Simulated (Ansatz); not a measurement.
A displaced shape of triplet CH₂:

```xyz
3

C    -0.0404   -0.0063   -0.1348
H    -0.0051    0.9937    0.2691
H    -0.0482   -1.0127    0.3279
```

It was optimised with PBE0/def2-SVP in Ansatz (development build ahead of 0.2.0) to forces under 0.001 eV/Å, with unrestricted orbitals. Each step stands on the lowest determinant of that kind that the program's search found.

Task: What shape does it relax to, and how does the optimisation go?

Result:

```xyz
3

C    -0.0404   -0.0160   -0.1281
H    -0.0050    0.9986    0.2678
H    -0.0482   -1.0081    0.3225
```

Bond lengths: C1–H2 1.090 Å, C1–H3 1.090 Å. Angles: H2–C1–H3 134.2°.

| step | E − E(start) (eV) | largest force (eV/Å) |
| --- | --- | --- |
| 1 | 0.0000 | 0.9651 |
| 2 | -0.0078 | 0.1901 |
| 3 | -0.0082 | 0.0143 |
| 4 | -0.0082 | 0.0072 |
| 5 | -0.0082 | 0.0002 |

The optimisation ended after 5 steps with its threshold met.
